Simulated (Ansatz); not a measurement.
CaTi₂: from a trial structure to a relaxed crystal

All numbers below come from Ansatz 0.2.0, DFT r2SCAN, scalar-relativistic, plane waves, PAW. Cutoff 500 eV, Γ-centred k mesh, Gaussian smearing, no spin polarisation in the final step.

CaTi₂ was placed on the 2H molybdenite structure type (P6_3/mmc, No. 194), with Ca in place of Mo, Ti in place of S, at a guessed volume.

```
Ca Ti
1.0
     3.17296    0.00000    0.00000
    -1.58648    2.74786    0.00000
     0.00000    0.00000   12.34150
Ca Ti
2 4
Cartesian
  0.0000 1.8319 3.0854
  1.5865 0.9160 9.2561
  0.0000 1.8319 7.7443
  1.5865 0.9160 1.5735
  0.0000 1.8319 10.7680
  1.5865 0.9160 4.5972
```

Cell and atoms relax at zero pressure; the relaxation can't lower the symmetry of the start. After a coarse first stage the cell is made exact in the group found at 0.06 Å.

Energies over the elements count from the elements' standard structures at the same level, with no empirical corrections.

(1) Which crystal results?

(2) What are its volume, energy, density and gap?

## Answers

(1) It keeps P6_3/mmc (No. 194), but not the shape of the type it started on. Conventional cell: a = 3.142 Å, c = 15.612 Å. Ca has 6 Ca at 3.14 Å and 6 Ti at 3.39 Å; Ti is coordinated by 3 Ti at 2.77 Å, 6 Ti at 3.14 Å and 3 Ca at 3.39 Å.

```xyz
6
Lattice="3.1415 0.0000 0.0000 -1.5708 2.7206 0.0000 0.0000 0.0000 15.6123" Properties=species:S:1:pos:R:3 pbc="T T T"
Ca    0.0000    1.8138    3.9031
Ca    1.5708    0.9069   11.7092
Ti    0.0000    1.8138    8.8510
Ti    1.5708    0.9069    1.0449
Ti    0.0000    1.8138   14.5674
Ti    1.5708    0.9069    6.7612
```

(2) The volume per atom is 22.24 Å³ and the density is 3.38 g/cm³. The energy over the elements is 0.43 eV/atom and the gap on the 12×12×4 mesh is 0 eV (a metal).

The final run used a 12×12×4 mesh on its 6-atom cell and 0.10 eV smearing. For metals, differences of a few meV/atom aren't resolved. A structure relaxed within its symmetry needn't be a true minimum. The steps took roughly 4 core-minutes in all.